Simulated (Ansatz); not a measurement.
CCSD(T) forces

AlSiH₃S (SMILES [AlH]1[SiH2][S]1), closed shell, displaced at random from a GFN2-xTB minimum.

Al1  (-1.175, -0.551, -0.590)
Si2  (0.958, -0.070, 0.383)
S3  (-1.005, 1.497, -0.107)
H4  (-2.032, -1.700, -1.185)
H5  (2.101, 0.640, -0.328)
H6  (1.204, 0.221, 1.835)
(Å)

Program: Ansatz 0.2.0. Basis: def2-TZVPP. Cores are frozen in the correlated methods. B3LYP uses VWN-RPA correlation.

CCSD(T) forces from the calculation:
| atom | Fx | Fy | Fz (eV/Å) |
| --- | --- | --- | --- |
| Al1 | 0.268 | -0.185 | 0.070 |
| Si2 | -0.384 | 1.555 | -0.124 |
| S3 | 0.832 | -0.519 | 0.231 |
| H4 | -0.190 | -0.110 | -0.096 |
| H5 | -0.438 | -0.461 | 0.164 |
| H6 | -0.088 | -0.279 | -0.245 |

Question: Which atom feels the largest CCSD(T) force, and how large is it?

Answer: Si2, 1.61 eV/Å, along (-0.24, 0.97, -0.08).

Root-mean-square difference of the force components from those of CCSD(T): PBE0-D4 0.126; wB97M-V 0.140; r2SCAN-D4 0.094; PBE-D4 0.152; B97M-V 0.157; B3LYP-D4 0.064 eV/Å.

No T1 diagnostic of these runs exceeds 0.018.

For scale, one of the runs: CCSD(T)/def2-TZVPP forces, 168 basis functions (an equivalent command: `ansatz run in.yaml --threads 4`). The run took 49 s on 4 CPU threads (shared host), with 2.2 GiB of host memory at its peak.
